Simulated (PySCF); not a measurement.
## An excited-state table with gaps

Compound: C2F2O.
Numbering: `[O:1]=[C:2]=[C:3]([F:4])[F:5]`

Theory: PySCF 2.14.0, density-fitted response routines, TDDFT PBE0/def2-SVPD, vertical, gas phase, core orbitals frozen in the response. Isolated species at its GFN2-xTB geometry, gas phase.

Orbital energies (eV): HOMO-3 -13.42, HOMO-2 -13.30, HOMO-1 -12.76, HOMO -7.26, LUMO -2.91, LUMO+1 0.41, LUMO+2 1.24.

Lowest singlets, with some entries withheld (?).

| state | E (eV) | f | main configurations (H = HOMO, L = LUMO) |
| --- | --- | --- | --- |
| S1 | ? | 0.0000 | ? |
| S2 | ? | ? | ? |
| S3 | 7.19 | 0.0029 | ? |
| S4 | 7.94 | 0.0000 | H-3→L (97%) |
| S5 | 8.03 | ? | H-1→L (56%), H→L+3 (42%) |
| S6 | 8.44 | ? | H→L+4 (99%) |

Q: Supply the missing values.

A: 
- S1: E = 2.12 eV; H→L (100%)
- S2: E = 6.22 eV; f = 0.012; H→L+1 (98%)
- S3: H→L+2 (98%)
- S5: f = 0.032
- S6: f = 0.0000

Q: Where do the lowest triplets lie (Tamm–Dancoff)?

A: T1 1.57 eV, H→L (100%); T2 5.25 eV, H→L+3 (95%). E(S1) − E(T1) = +0.56 eV.

Q: What is the mean static polarisability from the same response equations?

A: 28.8 au (4.27 Å³), with principal values 20.2, 23.5 and 42.8 au.

Q: How far apart are S1 and S3, in eV and cm⁻¹?

A: 7.186 − 2.122 = 5.064 eV, or about 40840 cm⁻¹.
